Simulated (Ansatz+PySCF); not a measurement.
A calculation with PySCF 2.14.0.

```python
from pyscf import gto, scf, cc

mol = gto.M(atom="""
B 0.000000 0.000000 0.000000
O 0.626180 0.834910 1.807620
""", basis='sto-3g', charge=1, spin=0)
mf = scf.RHF(mol)
mf.kernel()
mycc = cc.CCSD(mf, frozen=2).run()
et = mycc.ccsd_t()
print(mf.e_tot, mycc.e_corr, et, mycc.e_tot + et)
```

The script is written out from the run's settings.

Results

```yaml
Converged: yes
Reference_energy: -97.60482 hartree
CCSD_correlation_energy: -0.13155 hartree
Triples_correction: -0.00571 hartree
Total_energy: -97.74208 hartree
Spin_squared_of_the_determinant: 0.000
```

This is not the lowest solution: another run reaches a determinant 1.23 eV lower. Caution: large amplitudes, a single reference is doubtful; an unrestricted determinant lies well below; another reference gives a lower total.
